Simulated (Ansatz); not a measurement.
A nudged elastic band was laid between two geometries of C₂H₆S₂ (10 atoms, charge 0, multiplicity 1).

Level of theory: RHF/def2-SVP (Ansatz 0.2.0).

* movable images: 9
* climbing image: yes
* spring: 5.0 eV/Å²
* optimiser: quadratic models (default)
* start path: IDPP
* force threshold: 0.05 eV/Å
* iteration limit: 55
* end points: relaxed

Image 0:

```xyz
10
Properties=species:S:1:pos:R:3
C -1.067 1.521 -0.314
S 0.736 1.355 -0.185
S 0.947 -0.136 1.231
C 0.932 -1.643 0.220
H -1.523 0.609 -0.691
H -1.498 1.785 0.649
H -1.247 2.329 -1.023
H 1.085 -2.473 0.909
H -0.023 -1.772 -0.286
H 1.740 -1.625 -0.508
```

Image 10:

```xyz
10
Properties=species:S:1:pos:R:3
C -1.013 1.330 -0.869
S 0.764 0.970 -0.944
S 1.168 0.326 0.979
C 0.856 -1.458 0.866
H -1.288 1.708 -1.853
H -1.591 0.432 -0.660
H -1.220 2.089 -0.119
H 1.081 -1.869 1.851
H -0.184 -1.664 0.625
H 1.508 -1.916 0.127
```

(1) Which bonds break or form, and what moves?

(2) Give the energies along the band, and the barrier.

(3) What is the geometry of the highest image?

(4) What are the harmonic wavenumbers there?

Answers

(1) No bond is made or broken. The dihedral H6–C1–S2–S3 goes from 59 to -63°. The two ends are copies of one structure, up to a mirror image or an exchange of like atoms.

(2) The run converged. The highest image is number 5 of 0 to 10, 0.078 eV above the ends, which have the same energy within 2 meV. A vibrational analysis at the climbing image gives one clearly imaginary mode, 177i cm⁻¹: a first-order saddle point.

```
image  path coordinate (Å)  energy (eV)  dihedral H6–C1–S2–S3 (°)
    0                 0.00        0.000                        59
    1                 0.34        0.007                        49
    2                 0.68        0.025                        37
    3                 1.03        0.049                        24
    4                 1.37        0.070                        11
    5                 1.71        0.078                        -3
    6                 2.04        0.070                       -16
    7                 2.37        0.049                       -29
    8                 2.70        0.025                       -42
    9                 3.03        0.007                       -53
   10                 3.37        0.000                       -63
```

(3) 
```xyz
10
Properties=species:S:1:pos:R:3:forces:R:3
C -1.054 1.401 -0.753 -0.02 0.01 0.00
S 0.749 1.116 -0.763 0.02 -0.01 0.00
S 1.120 0.237 1.070 0.00 0.00 0.00
C 0.903 -1.528 0.712 0.00 0.00 0.00
H -1.506 0.902 -1.608 0.00 0.00 0.00
H -1.480 1.008 0.166 0.00 0.00 0.00
H -1.250 2.470 -0.810 0.00 0.00 0.00
H 1.136 -2.058 1.636 0.00 0.00 0.00
H -0.123 -1.749 0.423 0.00 0.00 0.00
H 1.587 -1.848 -0.070 0.00 0.00 0.00
```

(4) 177i, 102, 182, 255, 302, 530, 753, 758, 1039, 1043, 1051, 1062, 1453, 1461, 1564, 1570, 1581, 1587, 3196, 3205, 3303, 3310, 3321, 3333 cm⁻¹.

Run time: 4.8 min on 1 thread of Intel(R) Xeon(R) Processor @ 2.50GHz (Skylake/Cascade Lake), on a shared host, peak memory 0.18 GiB.
